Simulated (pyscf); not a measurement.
H₃Si–AsH–SiH₃ + H₂O → HO–SiH₂–AsH–SiH₃ + H₂, a four-centre exchange (singlet surface; H–Si, H–O broken, O–Si, H–H formed). Structures and frequencies: ωB97X-D3(BJ)/def2-SVP in PySCF. Energies in kcal/mol from the separated reactants.

Small-basis levels: PySCF, no dispersion term, spherical d functions. AM1 to PM7: differences of heats of formation from MOPAC, which are fitted to 298 K values and so differ in kind from electronic energies by zero-point and thermal terms. Cost: rough CPU time at the saddle relative to B3LYP/6-31G*+LANL2DZ, from one job on a shared machine.

```csv
level,barrier,reaction energy,cost
HF/6-31G*+LANL2DZ,57.5,-11.7,0.1
BP86/6-31G*+LANL2DZ,30.6,-15.7,2
B3LYP/3-21G,…,-21.4,1.0
B3LYP/6-31G*+LANL2DZ,36.8,-16.0,1
PBE/def2-SVP,25.8,-12.9,2
AM1,58.1,-1.3,under 0.02
PM3,…,-29.1,under 0.02
ωB97M-D3(BJ)/def2-TZVP,…,-15.8,–
```

Question: Some entries are withheld; supply them.

Answer: 
- B3LYP/3-21G, barrier: 23.9
- PM3, barrier: 49.6
- ωB97M-D3(BJ)/def2-TZVP, barrier: 34.8

Against the last row the barrier runs from -10.9 (B3LYP/3-21G) to +23.3 kcal/mol (AM1). ωB97M-D3(BJ)/def2-TZVP has limits of its own. HO–SiH₂–AsH–SiH₃ lies 16.7 kcal/mol over its isomer H₃Si–O–SiH₂–AsH₂ (electronic energy, ωB97M-D3(BJ)/def2-TZVP). This is the saddle that the search found; another between the same sides may lie lower. In the def2 sets elements up to Kr have no core potential.
